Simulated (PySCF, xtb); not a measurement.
NO2, SMILES [O]N=O (connectivity only; charge and spin as stated), charge -1, multiplicity 1.

Harmonic wavenumbers (cm⁻¹) from GFN2-xTB (xtb) at its own minimum, in rising order: 701, 1357, 1366.

What does PBE-D3(BJ)/def2-TZVPD (PySCF) give at its own minimum? (An estimate is asked for; the answer gives what the named calculation found.)

764, 1216, 1267. Paired by order, the mean absolute difference is 101 cm⁻¹ and the zero-point energies are 4.9 and 4.6 kcal/mol.
